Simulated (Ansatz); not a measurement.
## PH⁺, doublet in cc-pVTZ: errors against full CI

Geometry: a PBE0/def2-TZVP stationary point for this spin.

```yaml
atoms:
  - { symbol: P, position_ang: [0.0000, 0.0000, 0.0000] }
  - { symbol: H, position_ang: [0.0000, 0.0000, 1.4342] }
```

Basis cc-pVTZ; Ansatz 0.2.0. Only valence electrons are correlated (noble-gas cores frozen), which leaves 5 electrons in 43 orbitals. R marks a restricted (for open shells ROHF) determinant, U an unrestricted one. Active spaces: pair = (3e, 3o) about the gap; valence = (5e, 5o) chosen from the atoms' valence shells.

Full CI is exact within this basis and frozen core; it isn't the basis-set limit. The frozen core follows each run's orbitals, which can shift R against U totals by a few meV.

For open shells CISD is restricted-active-space CI with the open shells as a complete middle space.

* UHF ⟨S²⟩: 0.793
* T1 diagnostic (RCCSD): 0.0211
* largest doubles amplitude (RCCSD): 0.074
* T1 diagnostic (UCCSD): 0.0155

```tsv
level	E − E(RHF) (eV)
RMP2	-2.6053
UMP2	-2.5865
RCCSD	-3.2877
UCCSD	-3.2934
RCCSD(T)	-3.3776
UCCSD(T)	-3.3784
```

(1) Estimate how far full CI in cc-pVTZ lies from RCCSD(T). The table doesn't fix it; the size of (T) and the diagnostics are the guide.

(1) Full CI in cc-pVTZ lies 0.53 kcal/mol below RCCSD(T), which is 26 % of the (T) step (-2.07 kcal/mol). The diagnostics give no warning, yet the rest is a sizeable part of (T).

The other levels:

```
                   level  E − E(full CI) (kcal/mol)  share of correlation (%)  wall time
                    CISD                       4.62                     94.11     0.75 s
                 BCCD(T)                       0.54                     99.31      1.1 s
                  RCCSDT                       0.05                     99.93          –
                  UCCSDT                       0.03                     99.96          –
               RCCSDT(Q)                       0.00                     99.99       10 s
               UCCSDT(Q)                      -0.02                    100.02       11 s
     CASSCF (pair space)                      65.48                     16.50          –
     NEVPT2 (pair space)                      15.98                     79.63        1 s
  CASSCF (valence space)                      53.98                     31.17          –
  NEVPT2 (valence space)                      14.51                     81.50     0.48 s
  MRCISD (valence space)                       2.47                     96.85          –
MRCISD+Q (valence space)                       0.04                     99.95     0.84 s
```

The correlation energy at full CI, counted from RHF, is -3.401 eV. That run took 39 s on 1 thread of Arm Neoverse V1, shared host over 2,785,730 determinants.

Run but not shown, since their state, orbitals or frozen core can't be matched to the reference's or they repeat it: UHF.

Times hold each run's SCF and search for its determinant on a shared host, so for small cases they say little of a method's own cost; they ran on 1 thread of Arm Neoverse V1.

The full-CI state has the irrep B1 of C2v, in the program's axes (one component, if the state is degenerate).

Natural occupations of full CI about the gap: 1.950 1.905 0.984 0.055 0.035 0.015 0.012 0.011 0.010 0.006; effectively unpaired electrons, Σ n²(2−n)², 1.06.
